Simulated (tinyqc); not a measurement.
The basis set: RHF and MP2 along a ladder of basis sets, for H2F+, spin multiplicity 1. Computed by the program tinyqc with PySCF. 

Geometry (angstrom):
```
atom       x        y       z
F     0.0000   0.0000  0.0000
H     0.0000   0.7870  0.4180
H     0.0000  -0.7870  0.4180
```

Same geometry throughout; the dipole is taken about the origin.

RHF and frozen-core MP2 in a ladder of bases:
```
basis        functions  E(RHF) (hartree)  E(MP2 corr) (hartree)  HOMO (eV)  LUMO (eV)  dipole (debye)
sto-3g               7        -98.844143              -0.025044   -29.2957     1.3880          2.4383
3-21g               13        -99.653312              -0.125625   -31.0771    -3.2003          2.7122
6-31g               13       -100.160706              -0.126511   -31.3089    -4.0310          2.7256
6-31g**             24       -100.206507              -0.180013   -31.1737    -3.6928          2.3136
cc-pvdz             24       -100.208831              -0.202624   -31.2181    -4.1409          2.2834
aug-cc-pvdz         41       -100.217202              -0.212856   -31.2531    -5.2427          2.2416
cc-pvtz             58       -100.249257              -0.266280   -31.2597    -4.5758          2.2456
```

From cc-pVDZ to cc-pVTZ the RHF energy falls by 40.4 mhartree and the correlation energy by 63.7. If valence correlation converges as X^-3, (27 E(T) - 8 E(D))/19 gives -0.2931 hartree, a rough estimate from such small X that usually falls short; STO-3G holds about 9 % of it. Beyond STO-3G the LUMO moves by 2.0 eV and the HOMO by 0.2 eV.
